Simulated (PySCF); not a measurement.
Species: butanal, C4H8O.
Atom-mapped SMILES: `[CH3:1][CH2:2][CH2:3][CH:4]=[O:5]` (hydrogens: H6, H7, H8 on C1; H9, H10 on C2; H11, H12 on C3; H13 on C4)

Cartesian coordinates in Å at the PBE0-D3(BJ)/def2-SVP level; atoms count from 1:
```xyz
13
C4H8O angstrom
C     -1.7646   -0.1414    0.6261
C     -0.3458   -0.6312    0.3893
C      0.4929    0.3382   -0.4232
C      1.8795   -0.1486   -0.7310
O      2.3208   -1.2157   -0.3979
H     -2.3454   -0.8673    1.2142
H     -1.7763    0.8144    1.1747
H     -2.2995    0.0189   -0.3242
H     -0.3553   -1.6061   -0.1238
H      0.1595   -0.8169    1.3513
H      0.5951    1.3180    0.0818
H      0.0130    0.5812   -1.3909
H      2.5096    0.5698   -1.3197
```

The calculation used core-valence-separated Tamm–Dancoff BHandHLYP/aug-pcX-1 (pcseg-1 on H) in PySCF, non-relativistic, gas phase, PBE0-D3(BJ)/def2-SVP geometry. No empirical shift is added; at this level the pattern usually sits a few eV under experiment.

The lowest roots of each edge with f over 0.003 (five at most, numbered afresh; weaker and dark ones are left out), with transition dipoles (au) in the frame of the coordinates:

| root | edge | E (eV) | μx | μy | μz |
| --- | --- | --- | --- | --- | --- |
| 1 | C | 283.23 | 0.0357 | 0.0433 | 0.0912 |
| 2 | C | 285.33 | 0.0323 | -0.0135 | -0.0042 |
| 3 | C | 285.70 | 0.0179 | -0.0479 | 0.0158 |
| 4 | C | 285.81 | 0.0207 | -0.0322 | 0.0165 |
| 5 | C | 286.00 | 0.0170 | 0.0214 | 0.0530 |
| 6 | O | 528.46 | -0.0213 | -0.0258 | -0.0542 |
| 7 | O | 535.46 | -0.0096 | -0.0113 | 0.0091 |

Q: What are the oscillator strengths?

A: f = (2/3) ΔE |μ|², with ΔE in hartree (27.2114 eV):

| root | ΔE (Eh) | \|μ\|² (au) | f | core hole on |
| --- | --- | --- | --- | --- |
| 1 | 10.4085 | 0.011467 | 0.080 | C4 |
| 2 | 10.4855 | 0.001243 | 0.009 | C1 |
| 3 | 10.4991 | 0.002864 | 0.020 | C3 |
| 4 | 10.5035 | 0.001738 | 0.012 | C2 |
| 5 | 10.5104 | 0.003556 | 0.025 | C1 |
| 6 | 19.4205 | 0.004057 | 0.053 | O5 |
| 7 | 19.6779 | 0.000303 | 0.004 | O5 |

Q: Molecules are fixed in this frame and the field points along y. What effective strengths 3 f cos²θ do the roots have (θ between field and μ)?

A: root 1 (C4): 0.039, root 2 (C1): 0.004, root 3 (C3): 0.048, root 4 (C2): 0.022, root 5 (C1): 0.010, root 6 (O5): 0.026, root 7 (O5): 0.005. Root 3 is the strongest. Averaged over all orientations cos²θ is 1/3, which gives f back.

One conformer stands for the species.
